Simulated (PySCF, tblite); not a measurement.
Isomers of ClH3PSi (doublet state), one GFN2-xTB conformer each. Single-point energies are computed at B3LYP/pcH-1 (PySCF, gas phase, no added dispersion term), electronic only. GFN2-xTB treats the open shell by occupation alone, and not every SCF solution was tested for stability.

```csv
SMILES,GFN2-xTB relative energy (kJ/mol)
P[SiH]Cl,24.0
[PH][SiH2]Cl,0.0
```

Conformers: `[PH2:1][SiH:2][Cl:3]` (doublet state) with H–P1–Si2–Cl3 -170° and -76°; `[PH:1][SiH2:2][Cl:3]` (doublet state) with H–P1–Si2–Cl3 66°.

Question: What does B3LYP/pcH-1 give for the same structures?

Answer: 
| SMILES | B3LYP/pcH-1 E (Eh) | B3LYP/pcH-1 (kJ/mol) | GFN2-xTB (kJ/mol) | point group |
| --- | --- | --- | --- | --- |
| [PH][SiH2]Cl | -1092.88599 | 0.0 | 0.0 | – |
| P[SiH]Cl | -1092.87640 | 25.2 | 24.0 | – |

Both levels put the same isomer lowest. 

Question: What happens when harmonic zero-point energies from GFN2-xTB frequencies are added?

Answer: 
```csv
SMILES,ZPE (kJ/mol),electronic (kJ/mol),with ZPE (kJ/mol)
[PH][SiH2]Cl,66.4,0.0,0.0
P[SiH]Cl,69.3,25.2,28.0
```

The zero-point energies span 2.9 kJ/mol. The order is unchanged.
